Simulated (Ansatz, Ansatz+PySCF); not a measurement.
```xyz
6

C    -0.0258   -0.0088   -1.1099
S     0.0283   -0.0187    0.6579
H    -0.0118   -1.1245   -1.4832
H    -0.9293    0.4768   -1.5148
H     0.8967    0.4321   -1.5932
H    -0.0475    1.2636    0.8444
```

RHF-MP2 on singlet CH₄S was run in several spherical basis sets with Ansatz (development build ahead of 0.2.0). Frozen core: 6 orbitals.

Rank the basis sets by the total energy that they give, lowest first, with the distance from the lowest.
A. 6-31G
B. cc-pVDZ
C. aug-cc-pVDZ
D. 6-31G(d)
E. cc-pVTZ
F. def2-TZVP
G. def2-SVP

E (0.00 eV), F (0.55 eV), C (2.37 eV), B (2.92 eV), D (4.65 eV), G (7.30 eV), A (8.96 eV).

Totals follow the description of the cores as much as that of the bonds, so this order isn't one of quality for chemistry.
